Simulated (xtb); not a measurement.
xtb input (GFN1-xTB):

```bash
xtb mol.xyz --gfn 1 --opt tight --chrg 0 --uhf 0
```
mol.xyz:
```
7

C      0.00598162    -0.74638564    -0.79142779
S     -0.00405660     0.00755066     0.86715118
C      0.00148343     0.73249072    -0.80432606
H     -0.90354333    -1.26373096    -1.06830194
H      0.92121449    -1.25810671    -1.05981456
H      0.91360094     1.24501043    -1.08164591
H     -0.91115687     1.23938617    -1.09013329
```

Output:

```
           -------------------------------------------------
          |                Calculation Setup                |
           -------------------------------------------------

           -------------------------------------------------
          |                 G F N 1 - x T B                 |
           -------------------------------------------------

        Reference                      10.1021/acs.jctc.7b00118
      * Hamiltonian:
        H0-scaling (s, p, d)           1.850000    2.250000    2.000000
        zeta-weighting                 0.000000
      * Dispersion:
        s8                             2.400000
        a1                             0.630000
        a2                             5.000000
        s9                             0.000000
      * Repulsion:
        kExp                           1.500000
        rExp                           1.000000
      * Coulomb:
        alpha                          2.000000
        third order                    atomic
        anisotropic                    false
      * Halogen bond correction:
        rad-scale                      1.300000
        damping                        0.440000

          ...................................................
          :                      SETUP                      :
          :.................................................:
          :  # basis functions                  26          :
          :  # atomic orbitals                  25          :
          :  # shells                           15          :
          :  # electrons                        18          :
          :  # halogen bonds                     0          :
          :  max. iterations                   250          :
          :  Hamiltonian                  GFN1-xTB          :
          :  restarted?                      false          :
          :  GBSA solvation                  false          :
          :  PC potential                    false          :
          :  electronic temp.          300.0000000     K    :
          :  accuracy                    1.0000000          :
          :  -> integral cutoff          0.2500000E+02      :
          :  -> integral neglect         0.1000000E-07      :
          :  -> SCF convergence          0.1000000E-05 Eh   :
          :  -> wf. convergence          0.2000000E-04 e    :
          :  Broyden damping             0.4000000          :
          :  net charge                          0          :
          :  unpaired electrons                  0          :
          ...................................................

 iter      E             dE          RMSdq      gap      omega  full diag
   1    -10.1313606 -0.101314E+02  0.733E+00    4.83       0.0  T
   2    -10.1442020 -0.128414E-01  0.458E+00    4.46       1.0  T
   3    -10.1429006  0.130141E-02  0.693E-01    4.72       1.0  T
   4    -10.1454595 -0.255896E-02  0.235E-01    4.52       1.0  T
   5    -10.1456162 -0.156633E-03  0.256E-02    4.55       1.5  T
   6    -10.1456197 -0.353685E-05  0.180E-04    4.55     209.7  T
   7    -10.1456197  0.362181E-10  0.128E-04    4.55     295.8  T
[...]
         :: repulsion energy           0.103241588172 Eh    ::
         :: dispersion energy         -0.001711645034 Eh    ::
         :: halogen bond corr.         0.000000000000 Eh    ::
         :: add. restraining           0.000000000000 Eh    ::
         :: total charge               0.000000000000 e     ::
         :::::::::::::::::::::::::::::::::::::::::::::::::::::

           -------------------------------------------------
          |                Property Printout                |
           -------------------------------------------------

    * Orbital Energies and Occupations

         #    Occupation            Energy/Eh            Energy/eV
      -------------------------------------------------------------
         1        2.0000           -0.8539959             -23.2384
         2        2.0000           -0.6517726             -17.7356
         3        2.0000           -0.6162161             -16.7681
         4        2.0000           -0.5707386             -15.5306
         5        2.0000           -0.5401934             -14.6994
         6        2.0000           -0.5028620             -13.6836
         7        2.0000           -0.4754104             -12.9366
         8        2.0000           -0.4606552             -12.5351
         9        2.0000           -0.3904231             -10.6240 (HOMO)
        10                         -0.2193026              -5.9675 (LUMO)
        11                         -0.1567722              -4.2660
        12                         -0.1178364              -3.2065
        13                         -0.0870394              -2.3685
        14                         -0.0847753              -2.3069
        15                         -0.0590479              -1.6068
        16                         -0.0205377              -0.5589
        17                         -0.0146994              -0.4000
        18                         -0.0131952              -0.3591
        19                          0.0445898               1.2134
        20                          0.1976548               5.3785
       ...                                ...                  ...
        25                          0.4067696              11.0688
      -------------------------------------------------------------
Note: The following floating-point exceptions are signalling: IEEE_DENORMAL
normal termination of xtb
                  HL-Gap            0.1711205 Eh            4.6564 eV
             Fermi-level           -0.3048629 Eh           -8.2957 eV

  Mulliken/CM5 charges         n(s)   n(p)   n(d)
     1C     0.01105 -0.08016   1.018  2.970  0.000
     2S    -0.14285 -0.18199   1.938  4.217 -0.012
     3C     0.01105 -0.08016   1.018  2.970  0.000
     4H     0.03019  0.08558   0.970  0.000  0.000
     5H     0.03019  0.08558   0.970  0.000  0.000
     6H     0.03019  0.08558   0.970  0.000  0.000
     7H     0.03019  0.08558   0.970  0.000  0.000

Wiberg/Mayer (AO) data.
largest (>0.10) Wiberg bond orders for each atom

 ---------------------------------------------------------------------------
     #   Z sym  total        # sym  WBO       # sym  WBO       # sym  WBO
 ---------------------------------------------------------------------------
     1   6 C    3.959 --     3 C    1.040     5 H    0.986     4 H    0.986
                             2 S    0.946
     2  16 S    1.952 --     3 C    0.946     1 C    0.946
     3   6 C    3.959 --     1 C    1.040     6 H    0.986     7 H    0.986
                             2 S    0.946
     4   1 H    1.014 --     1 C    0.986
     5   1 H    1.014 --     1 C    0.986
     6   1 H    1.014 --     3 C    0.986
     7   1 H    1.014 --     3 C    0.986
 ---------------------------------------------------------------------------

Topologies differ in total number of bonds
Writing topology from bond orders to xtbtopo.mol

 dipole moment from electron density (au)
     X       Y       Z
   0.0028  -0.0051  -0.5910  total (Debye):    1.502

           -------------------------------------------------
          |                Geometry Summary                 |
           -------------------------------------------------

      molecular mass/u    :       60.1180222
   center of mass at/Å    :       -0.0003214       0.0005983       0.0687065
  moments of inertia/u·Å² :        0.2288871E+02   0.4580205E+02   0.6203246E+02
rotational constants/cm⁻¹ :        0.7365042E+00   0.3680541E+00   0.2717550E+00

 * 5 selected distances

     #   Z          #   Z                                           value/Å
     1   6 C        3   6 C                                       1.4832146 (max)
     1   6 C        4   1 H                                       1.0840383
     1   6 C        5   1 H                                       1.0840383
     3   6 C        6   1 H                                       1.0840383 (min)
     3   6 C        7   1 H                                       1.0840383

 * 2 distinct bonds (by element types)

   Z      Z             #   av. dist./Å        max./Å        min./Å
   1 H    6 C           4     1.0840383     1.0840383     1.0840383
   6 C    6 C           1     1.4832146     1.4832146     1.4832146

optimized geometry written to: xtbopt.xyz

           -------------------------------------------------
          | TOTAL ENERGY              -10.045859047853 Eh   |
          | GRADIENT NORM               0.000034667175 Eh/α |
          | HOMO-LUMO GAP               4.656427107504 eV   |
           -------------------------------------------------

------------------------------------------------------------------------
------------------------------------------------------------------------
 total:
 SCF:
 ANC optimizer:
```
